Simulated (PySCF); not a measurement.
Compound: trans-3-hexene, C6H12.
SMILES with atom numbers: `[CH3:1][CH2:2]/[CH:3]=[CH:4]/[CH2:5][CH3:6]` (hydrogens: H7, H8, H9 on C1; H10, H11 on C2; H12 on C3; H13 on C4; H14, H15 on C5; H16, H17, H18 on C6)

The same species was optimised twice, with GFN2-xTB and with PBE0-D3(BJ)/def2-SVP (PySCF), and the same property calculations (PySCF, gas phase) were run on both structures.

```
     coordinate  GFN2-xTB  PBE0-D3(BJ)/def2-SVP  change
      C3=C4 (Å)     1.322                 1.336  +0.014
      C5–C6 (Å)     1.529                 1.526  -0.003
      C1–C2 (Å)     1.529                 1.526  -0.003
      C4–C5 (Å)     1.496                 1.496   0.000
      C2–C3 (Å)     1.496                 1.496   0.000
   C4–C5–C6 (°)     111.1                 112.9    +1.8
   C1–C2–C3 (°)     111.1                 112.9    +1.8
   C2–C3–C4 (°)     124.9                 125.5    +0.6
   C3–C4–C5 (°)     124.9                 125.5    +0.6
C1–C2–C3–C4 (°)       118                   118       0
C3–C4–C5–C6 (°)       118                   118       0
```

Rotational constants: A = 9243, B = 1397, C = 1314 MHz (GFN2-xTB) against A = 9335, B = 1362, C = 1285 MHz (PBE0-D3(BJ)/def2-SVP). Point groups within 0.08 Å: C2 and C2. Atoms that the bonding makes alike are paired by their places after alignment.

On the GFN2-xTB structure: HOMO (eV) -6.97 [PBE0/pcSseg-1]; LUMO (eV) 0.69 [PBE0/pcSseg-1]; dipole (D) 0.02 [PBE0/pcSseg-1]; GIAO shielding of C1/C6 (mean) (ppm) 169.2 [PBE0/pcSseg-1]; GIAO shielding of C2/C5 (mean) (ppm) 154.6 [PBE0/pcSseg-1]; GIAO shielding of C3/C4 (mean) (ppm) 46.9 [PBE0/pcSseg-1].

What do these properties become on the PBE0-D3(BJ)/def2-SVP structure?

| property | level | on GFN2-xTB | on PBE0-D3(BJ)/def2-SVP | change |
| --- | --- | --- | --- | --- |
| HOMO (eV) | PBE0/pcSseg-1 | -6.97 | -6.95 | +0.02 |
| LUMO (eV) | PBE0/pcSseg-1 | 0.69 | 0.57 | -0.12 |
| dipole (D) | PBE0/pcSseg-1 | 0.02 | 0.02 | 0.00 |
| energy, GFN2-xTB geometry as zero (kcal/mol) | PBE0/pcSseg-1 | 0.0 | -0.6 | -0.6 |
| GIAO shielding of C1/C6 (mean) (ppm) | PBE0/pcSseg-1 | 169.2 | 167.4 | -1.8 |
| GIAO shielding of C2/C5 (mean) (ppm) | PBE0/pcSseg-1 | 154.6 | 153.6 | -1.0 |
| GIAO shielding of C3/C4 (mean) (ppm) | PBE0/pcSseg-1 | 46.9 | 43.9 | -3.0 |

The heavy atoms differ by 0.029 Å rms after alignment (one structure mirrored). Among bonds between heavy atoms C3=C4 changes most (+0.014 Å). Changes are differences of the printed values. Neither structure is proved a minimum here.

Conformer computed: `[CH3:1][CH2:2]/[CH:3]=[CH:4]/[CH2:5][CH3:6]`: C1–C2–C3–C4 118°, C3–C4–C5–C6 118°.
